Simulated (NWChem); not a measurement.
Molecule: chloromethane (CH₃Cl); SMILES CCl

```xyz
5

C      0.0000     0.0000    -1.1193
Cl     0.0000     0.0000     0.6560
H      0.7330     0.7330    -1.4786
H      0.2683    -1.0013    -1.4786
H     -1.0013     0.2683    -1.4786
```
Atoms are numbered in this order, from 1.

Program: NWChem. Geometry: optimised at PBE0/def2-SVP.

### Question
Estimate the computed values for CAM-B3LYP/def2-TZVPD. Quantities: highest occupied level (eV); orbital gap (eV); dipole (D).

### Answer
The highest occupied level (eV) is -9.91. The orbital gap (eV) comes out as 10.69 and the dipole (D) comes out as 1.92.
